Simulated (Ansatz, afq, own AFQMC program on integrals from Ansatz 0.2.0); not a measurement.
## SiCl₂F, doublet in def2-SVP, levels against AFQMC with the constraint released

| atom | x (Å) | y (Å) | z (Å) |
| --- | --- | --- | --- |
| Si | -0.7976 | 0.1490 | -0.6056 |
| F | -1.5249 | -1.2498 | -0.9623 |
| Cl | -0.2084 | 1.0145 | -2.3737 |
| Cl | -2.1698 | 1.3431 | 0.3503 |

Connectivity, by distances: F–Si(–Cl)–Cl.

Basis def2-SVP. Only valence electrons are correlated. Integrals, coupled cluster, full CI and functionals: Ansatz 0.2.0; the random walks run on the same integrals in our own AFQMC program. ph-AFQMC/CISD is guided by a CISD state made of CCSD amplitudes; releasing the constraint for a short imaginary time cuts its bias at the price of noise, slowly where states lie close. Error bars are statistical, one sigma.

Determinant: UHF, the one that the program's search chose, which needn't be the lowest solution. The geometry is a PBE0/def2-SVP stationary point of this or a neighbouring charge and spin state.

No full CI on the walks' own integrals is used here. The released AFQMC energy serves as the reference, which it does only where one determinant dominates, the energy is flat over the last release times and near the phaseless one (40 meV or 2 meV an electron, half that with transition metals). On small molecules, where full CI could be run and the noise was under 10 meV, such values lay within 10 meV of it in 19 cases of 20, a flattering rate, since the rule was set on those same cases; what remains of the bias isn't in the error bar.

Cautions: the released value is read at 0.60 1/Eh (meV from the phaseless value at times in 1/Eh: -7 ± 9 at 0.20, -14 ± 9 at 0.40, -16 ± 9 at 0.60).

The T1 diagnostic is 0.0128. The weight of the determinant in the CISD state is 0.837 and the ⟨S²⟩ of the determinant is 0.754. The size of the correlated space is 25 electrons in 52 orbitals.

Reference: AFQMC with the constraint released, correlation energy -15.307 ± 0.009 eV.

```csv
level,E − E(reference) (kcal/mol),share of correlation (%)
HF,352.99 ± 0.20,0.00
MP2,26.50 ± 0.20,92.49
CCSD,8.50 ± 0.20,97.59
CCSD(T),1.50 ± 0.20,99.58
ph-AFQMC/HF,-0.27 ± 0.96,100.08
ph-AFQMC/CISD,0.38 ± 0.25,99.89
```

Released energies are given only where the last usable release times agree within the noise; a slower fall can still hide under it.
